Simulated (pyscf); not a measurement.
Optimised with ωB97X-D3(BJ)/def2-SVP in PySCF. Correlated levels are frozen-core, on RHF or UHF. ΔMP2 is the change of the MP2 total energy from the triple- to the quadruple-zeta basis.

SMILES: [F][TiH]([F])[F]
```xyz
5

F      0.9214     1.1538    -0.8394
Ti     0.7062    -0.2632     0.1235
F      0.9524     0.0288     1.8078
F     -0.7903    -1.0590    -0.2046
H      1.9002    -1.3213    -0.3374
```

### Question
How much does it cost (ΔH, 298 K, CCSD(T)/def2-TZVPP + ΔMP2(QZVPP)) to split F–TiH(F)–F (SMILES [F][TiH]([F])[F]) at its H–Ti bond into [F–Ti(F)–F]• + H•?

### Answer
H–Ti to [F–Ti(F)–F]• + H•: 230.4 kJ/mol. The radicals are drawn with the spin at the cut bond; how far it spreads was not checked. The CCSD(T) − MP2 part came from Ansatz, without density fitting, on the same reference. The frozen core leaves the outer d or s,p core shells of the metals and heavy elements correlated in the MP2 and CC values, and def2-TZVPP describes them poorly, which can shift differences by a few kcal/mol. Open-shell species with a d-block atom are single-reference here; other states, and whether the spin sits on metal or ligand, were not checked.
